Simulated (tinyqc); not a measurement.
UHF in the sto-3g basis, for H2O, spin multiplicity 1, step by step. This run ends on a higher stationary point, not on the lowest solution. One step of it, computed by the program tinyqc.

Task: Orthogonalisation. S = U s U^T; symmetric (Loewdin) form X = U s^(-1/2) U^T, so that X^T S X = 1.

overlap S, lower triangle:
```
           1O 1s     1O 2s    1O 2px     1O 2py    1O 2pz     2H 1s     3H 1s
1O 1s   1.000000
1O 2s   0.236704  1.000000
1O 2px  0.000000  0.000000  1.000000
1O 2py  0.000000  0.000000  0.000000   1.000000
1O 2pz  0.000000  0.000000  0.000000   0.000000  1.000000
2H 1s   0.021673  0.260200  0.000000   0.202381  0.144215  1.000000
3H 1s   0.021673  0.260200  0.000000  -0.202381  0.144215  0.086268  1.000000
```

Give: eigenvalues of S; X.

Result:

eigenvalues of S: 0.5720  0.6674  0.8944  1.0000  1.0990  1.2463  1.5209

X, lower triangle:
```
          1O 1s    1O 2s  1O 2px   1O 2py   1O 2pz    2H 1s   3H 1s
1O 1s    1.0228
1O 2s   -0.1294   1.0788
1O 2px   0.0000   0.0000  1.0000
1O 2py   0.0000   0.0000  0.0000   1.0354
1O 2pz  -0.0036   0.0307  0.0000   0.0000   1.0166
2H 1s    0.0138  -0.1397  0.0000  -0.1148  -0.0758   1.0552
3H 1s    0.0138  -0.1397  0.0000   0.1148  -0.0758  -0.0291  1.0552
```
